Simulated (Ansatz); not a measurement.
## What a trial cell of CuGe relaxes into

Computed with Ansatz, DFT PBE, scalar-relativistic, plane waves, PAW.

CuGe was placed on the CuAu (L1_0) structure type (P4/mmm, No. 123), with Ge in place of Au, at a guessed volume.

Input of the last, converged step (default PAW datasets):

```yaml
crystal:
  lattice:
    - [2.8152492938, 0.0, 0.0]
    - [0.0, 2.8152492938, 0.0]
    - [0.0, 0.0, 3.8050299627]
  atoms:
    - { symbol: Cu, position: [0.5, 0.5, 0.5] }
    - { symbol: Ge, position: [0.0, 0.0, 0.0] }
basis:
  ecutwfc: 420
kpoints:
  mp_grid: { grid: [14, 14, 12] }
hamiltonian:
  xc: pbe
scf:
  occupations: { method: gaussian, width: 0.1 }
output:
  forces: true
  stress: true
  eigenvalues: true
relax:
  adjacent_minimum: "off"
  f_tol: 0.01
  max_steps: 80
  cell: { stress_tol: 0.05 }
```

It can be run as:

```bash
ansatz run input.yaml --threads 1 --pin off --backend cpu --events-out ev --progress --plain --runs-dir out  # memory cap (--max-ram) not shown
```

The program printed at the end:

```
SCF converged after 6 iterations
Free energy (F): -10919.772530 eV
Harris-Foulkes:  -10919.772530 eV  (|F-HF|=1.82e-12)
Internal energy: -10919.768723 eV  (E = F + TS)
E sigma→0 (E₀):  -10919.770627 eV
Entropy (-TS):   -0.003807 eV (-1.903 meV/atom)
Fermi energy:    13.796321 eV
--- Per-component energies (eV) ---
  E_band       = -497.238275
  E_kinetic    = 410.502625
  E_local      = -6536.208721  (includes V_loc(G=0)·N_el)
  E_nonlocal   = 810.834101
  E_hartree    = 2882.530021
  E_xc         = -164.589131
  E_vxc        = -179.381665  (∫ρ·V_xc dr)
  E_paw        = -3684.525417  (= ΣΔE_a)
  E_vpaw       = -768.045329  (= ΣTr[D̂ρ^β])
  E_aug_tail   = 0.000640  (compensation charges beyond the density's cutoff)
  E_ewald      = -4638.312842
  E_smearing   = -0.003807  (= −TS)
  E_closure    = 0.000000  (closes the sum)
  Σ components = -10919.772530   (vs F -10919.772530, Δ=0.00e0)
--- Forces (eV/Å), atoms counted from 1 ---
  atom   1  Cu     0.00000000     0.00000000     0.00000000
  atom   2  Ge     0.00000000     0.00000000     0.00000000
  max |Σ_I F_I| component: 5.05e-29 eV/Å
--- Stress (GPa, compression-positive) ---
        0.042757       0.000000       0.000000
        0.000000       0.042757       0.000000
        0.000000       0.000000       0.019207
  P = ⅓ Tr σ = 0.0349 GPa (0.349 kbar)
--- Relaxed structure (4 steps of the walk, 4 accepted, 1 SCFs on fresh bases) ---
  F+E_penalty+E_count = -10919.77253016 eV   max|allowed force component| = 2.564e-29 eV/Å   (the final SCF, on the basis selected at the relaxed cell)
  cell:  # Å, volume = 30.1394 Å³
    - [2.836598, 0.000000, 0.0]
    - [0.000000, 2.836598, 0.0]
    - [0.0, 0.0, 3.745753]
  atoms:
    - { symbol: Cu, position: [0.500000, 0.500000, 0.5] }
    - { symbol: Ge, position: [0.000000, 0.000000, 0.0] }
```

Absolute energies hang on the potentials; compare differences alone.

The result has space group P4/mmm (No. 123). Cu has 8 Ge at 2.74 Å and 4 Cu at 2.84 Å; Ge has 8 Cu at 2.74 Å and 4 Ge at 2.84 Å.

Against the elements it lies at 0.19 eV/atom. Formation energies are uncorrected and refer to the elements' standard structures at the same level.

The k mesh leaves about 4 meV/atom of noise in metals.

Symmetry constrained the relaxation, so the result can be a saddle point.